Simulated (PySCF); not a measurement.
# CH8BN: the cost of one run

Computed with PySCF 2.14.0, with density-fitted response routines of our own, on a single molecule in the gas phase. Atoms count from 0, in the outputs and in this text.

## 1. Starting geometry

11 atoms, charge 0, multiplicity 1; geometry from: GFN2-xTB. The atoms were then displaced at random by about 0.01 Å, so the start is not that level's minimum.

Bonds of the start (Å): C0–B1 1.62, B1–N2 1.67, C0–H3 1.09, C0–H4 1.12, C0–H5 1.10, B1–H6 1.20, B1–H7 1.19, N2–H8 1.00, N2–H9 1.03, N2–H10 1.00.

## 2. Optimising the geometry at PBE0-D3(BJ)/def2-SVP

Job settings and geometry (Å):

```
{"job": {"xc": "PBE0", "basis": "def2-SVP", "d3": "d3bj", "grid": 1, "shake": 0.01, "kind": "geom"}, "charge": 0, "multiplicity": 1}
C      1.215250     0.466740    -0.258550
B      0.132750    -0.724500    -0.057980
N     -1.320650     0.031320     0.289790
H      2.217440     0.113090    -0.507100
H      0.908880     1.153580    -1.088800
H      1.303550     1.111910     0.629720
H      0.382300    -1.406930     0.892350
H     -0.059000    -1.341110    -1.053370
H     -2.028520    -0.651670     0.464840
H     -1.167600     0.587230     1.144920
H     -1.546290     0.634520    -0.471480
```

Started as:

```
OMP_NUM_THREADS=1 python probes_run.py task.json out
```

This one command runs all jobs of the session in turn.

**Question.** How long does this first job take on 1 thread of Arm Neoverse V1, shared host, and how much memory does it need?

About 8.5 s, with a peak of 0.35 GiB.
